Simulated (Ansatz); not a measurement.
## One elementary step

Start structure (CH₉NSi, closed shell), relaxed at PBE0-D4/def2-TZVP:

```xyz
12
angstrom
Si -1.4318 -0.1584 1.0286
N 0.1287 -0.4994 1.6723
H -2.5690 -0.2700 1.9909
H -1.4184 1.2352 0.5148
H -1.6879 -1.1182 -0.0758
H 1.2182 0.0971 -0.8322
C 1.2145 0.4219 -1.8729
H 0.3652 -1.4480 1.9164
H 0.5455 0.1466 2.3237
H 1.4130 1.4925 -1.9227
H 0.2391 0.2155 -2.3139
H 1.9830 -0.1147 -2.4293
```

The step: SiNH₅ ([NH2][SiH3]) + CH₄ → CH₆Si ([CH3][SiH3]) + NH₃; bonds formed: Si1–C7, N2–H6; bonds broken: Si1–N2, H6–C7. Computed with Ansatz 0.2.0 (basis: def2-TZVPP and def2-QZVPP); correlated methods freeze the cores. Extrapolation: Hartree–Fock as exp(−7.88 √X), correlation as X^−2.97. Energies below are by CCSD(T) at an estimated basis limit (MP2 extrapolated from triple and quadruple zeta, plus CCSD(T) − MP2 in triple zeta).

(1) What are the electronic barrier and the energy of the step, from the start structure to the end structure? (Judge from chemistry; the value comes from the calculation.)

No T1 diagnostic of these runs exceeds 0.011.

Answers

(1) The calculation gives: Barrier 271.7 kJ/mol; step energy 42.5 kJ/mol (uphill); reverse barrier, their difference, 229.2 kJ/mol. Barrier and step energy count from the start structure, the reverse barrier from the end structure.

The saddle point: One imaginary mode of 1177i cm⁻¹.
```csv
pair,start (Å),saddle (Å),end (Å)
Si1–C7,3.97,2.35,1.87
N2–H6,2.80,1.17,1.01
Si1–N2,1.72,1.88,3.39
H6–C7,1.09,1.57,4.16
```

Zero-point energy (harmonic, PBE0-D4): ZPE is 251.9 kJ/mol at the start and 246.6 kJ/mol at the saddle, so the barrier goes from 271.7 to 266.4 kJ/mol.

Labels in which every atom is bracketed show which atoms are joined, not bond orders.

For scale, one of the runs: CCSD(T)/def2-TZVPP, 230 basis functions, launched by `ansatz run in.yaml --threads 4 --pin off --events-out ev --progress --plain --max-ram 9574MiB`. The run took 52 s on 4 CPU threads of an Arm Neoverse V1 (shared host), with 3.9 GiB of host memory at its peak.
